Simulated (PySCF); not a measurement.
# Basis-set dependence of population analyses: `CCC1CC1`

Species: C5H10.
Atom-mapped SMILES: `[CH3:1][CH2:2][CH:3]1[CH2:4][CH2:5]1` (hydrogens: H6, H7, H8 on C1; H9, H10 on C2; H11 on C3; H12, H13 on C4; H14, H15 on C5)

Geometry (PBE0-D3(BJ)/def2-SVP, Å), atoms numbered from 1 in this order:
```
atom  x, y, z in Å
C1     1.9629   -0.3984    0.0089
C2     0.7226    0.0782   -0.7321
C3    -0.3693    0.5611    0.1898
C4    -1.3016   -0.4243    0.8331
C5    -1.8065    0.5071   -0.2313
H6     2.7448   -0.7411   -0.6858
H7     1.7228   -1.2331    0.6863
H8     2.3944    0.4084    0.6227
H9     0.9930    0.8877   -1.4328
H10    0.3236   -0.7395   -1.3577
H11   -0.0861    1.4201    0.8100
H12   -1.1805   -1.4805    0.5732
H13   -1.6163   -0.2532    1.8659
H14   -2.0318    0.0852   -1.2154
H15   -2.4704    1.3235    0.0651
```

PBE0 throughout (PySCF), one geometry, spherical d and f functions. The structure is a single PBE0-D3(BJ)/def2-SVP conformer in the gas phase; no vibrational or solvent corrections. Atoms taken as equivalent share a column and are averaged. The first 7 of 9 kinds of atom are listed.

Mulliken charges (e):

```
        basis  functions      C1      C2      C3   C4/C5  H6/H7/H8  H9/H10     H11
       STO-3G         35  -0.230  -0.137  -0.083  -0.177    +0.077  +0.076  +0.081
        6-31G         65  -0.487  -0.309  -0.167  -0.347    +0.162  +0.158  +0.169
       6-31G*         90  -0.521  -0.327  -0.128  -0.372    +0.171  +0.163  +0.169
     def2-SVP        120  -0.072  -0.012  -0.204  -0.077    +0.039  +0.029  +0.046
6-311+G(2d,p)        195  -0.579  -0.227  +0.254  -0.328    +0.143  +0.123  +0.086
    def2-TZVP        215  -0.370  -0.187  -0.061  -0.246    +0.118  +0.098  +0.100
```

IAO charges (e):

```json
{"basis": "STO-3G", "functions": "35", "C1": "-0.390", "C2": "-0.255", "C3": "-0.140", "C4/C5": "-0.273", "H6/H7/H8": "+0.132", "H9/H10": "+0.131", "H11": "+0.132"}
{"basis": "6-31G", "functions": "65", "C1": "-0.428", "C2": "-0.251", "C3": "-0.129", "C4/C5": "-0.304", "H6/H7/H8": "+0.141", "H9/H10": "+0.133", "H11": "+0.139"}
{"basis": "6-31G*", "functions": "90", "C1": "-0.408", "C2": "-0.239", "C3": "-0.122", "C4/C5": "-0.291", "H6/H7/H8": "+0.134", "H9/H10": "+0.127", "H11": "+0.132"}
{"basis": "def2-SVP", "functions": "120", "C1": "-0.397", "C2": "-0.235", "C3": "-0.120", "C4/C5": "-0.285", "H6/H7/H8": "+0.131", "H9/H10": "+0.124", "H11": "+0.130"}
{"basis": "6-311+G(2d,p)", "functions": "195", "C1": "-0.421", "C2": "-0.246", "C3": "-0.127", "C4/C5": "-0.303", "H6/H7/H8": "+0.139", "H9/H10": "+0.131", "H11": "+0.138"}
{"basis": "def2-TZVP", "functions": "215", "C1": "-0.421", "C2": "-0.246", "C3": "-0.127", "C4/C5": "-0.303", "H6/H7/H8": "+0.139", "H9/H10": "+0.131", "H11": "+0.138"}
```

Hirshfeld charges (e):

```
        basis  functions      C1      C2      C3   C4/C5  H6/H7/H8  H9/H10     H11
       STO-3G         35  -0.042  -0.006  -0.018  -0.052    +0.013  +0.011  +0.018
        6-31G         65  -0.101  -0.049  -0.033  -0.089    +0.032  +0.031  +0.038
       6-31G*         90  -0.102  -0.051  -0.035  -0.088    +0.033  +0.032  +0.039
     def2-SVP        120  -0.113  -0.059  -0.034  -0.091    +0.036  +0.035  +0.040
6-311+G(2d,p)        195  -0.116  -0.068  -0.049  -0.096    +0.038  +0.039  +0.046
    def2-TZVP        215  -0.119  -0.068  -0.045  -0.097    +0.039  +0.039  +0.045
```

Some averages cover members that differ in this geometry, most widely: C4/C5, Mulliken in 6-311+G(2d,p) -0.344 to -0.312 e.

Which scheme is steadiest as the basis changes?

Largest range over the bases for any column: IAO 0.04 e, Hirshfeld 0.08 e, Mulliken 0.51 e. IAO charges move least and Mulliken charges most, counted in e. Without the minimal STO-3G basis the ranges are IAO 0.03, Hirshfeld 0.02, Mulliken 0.51 e.

How much do the charges still move between the two largest bases, 6-311+G(2d,p) and def2-TZVP?

At most, over all atoms: Mulliken 0.315 e, IAO 0.000 e, Hirshfeld 0.003 e.

What do the same runs give for the total energy, the frontier levels and the dipole moment?

```csv
basis,energy (Eh),HOMO (eV),LUMO (eV),μ (D)
STO-3G,-193.9591,-6.60,7.89,0.12
6-31G,-196.2288,-7.75,3.01,0.10
6-31G*,-196.2775,-7.67,3.01,0.09
def2-SVP,-196.1440,-7.89,2.02,0.11
"6-311+G(2d,p)",-196.3340,-7.90,0.48,0.12
def2-TZVP,-196.3492,-7.88,1.43,0.12
```
